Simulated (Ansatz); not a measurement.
A made-up structure of B2NH6 (charge +1), closed shell:

```
9
angstrom
B -1.2391 0.7884 -0.6504
B 0.2707 0.1602 -0.4742
N 0.7424 -0.6670 0.7534
H -1.4954 1.8929 -0.2723
H -2.1034 0.1700 -1.1975
H 1.1448 0.2804 -1.2740
H -0.7812 1.7332 -0.1813
H 1.0660 -1.5915 0.4472
H 0.0488 -0.8080 1.4893
```

It is relaxed with PBE-D4/def2-SVP and then PBE0-D4/def2-TZVP (Ansatz 0.2.0). Atoms count as bonded within 1.22 times the sum of their covalent radii (H–H: 0.88 Å). The end point is not checked to be a true minimum.

Question: Does its bonding change? (Judge from chemistry; the calculation decides.)

Answer: By the calculation: Yes. Formed: B1–H6, B2–H7; broken: H4–H7.

Where it ends: The first stage lowers the energy by 3.79 eV in 37 steps. It ends as B₂NH₆ ([NH2][B]12[H][BH2]1[H]2), total charge +1:
```
9
angstrom
B -1.0646 1.0621 -0.9267
B -0.1032 0.0531 0.0006
N 0.6629 -0.7537 0.7404
H -0.7357 2.1997 -0.9659
H -1.9879 0.5454 -1.4602
H 0.0452 0.3170 -1.2422
H -1.1246 0.7115 0.3999
H 1.4638 -1.2512 0.3693
H 0.4977 -0.9254 1.7251
```

Labels in which every atom is bracketed show which atoms are joined, not bond orders.

For scale, one of the runs: PBE0-D4/def2-TZVP relaxation, 129 basis functions, launched by `ansatz run in.yaml --threads 2 --pin off --events-out ev --progress --plain --max-ram 4352MiB`. Hardware: 2 CPU threads of an Intel Xeon, shared host. Wall time about 27 s.
